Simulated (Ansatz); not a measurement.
hcp Co, treated with r²SCAN (PAW; Ansatz, a first-principles code).

Run with plane-wave cutoff 500 eV, 5×5×5 k mesh, Fermi–Dirac smearing 0.1 eV, cell of 36 sites, scalar-relativistic PAW data made under PBE.

Estimate the vacancy formation energy and vacancy formation energy before relaxation that the calculation returns.


- vacancy formation energy = 1.91 eV
- vacancy formation energy before relaxation = 1.95 eV

Note: energies are extrapolated to zero smearing, and mesh and cell size move such values by some hundredths of an eV or more.

Computed values are for the static lattice.

The result took very roughly 2.6 core-hours.
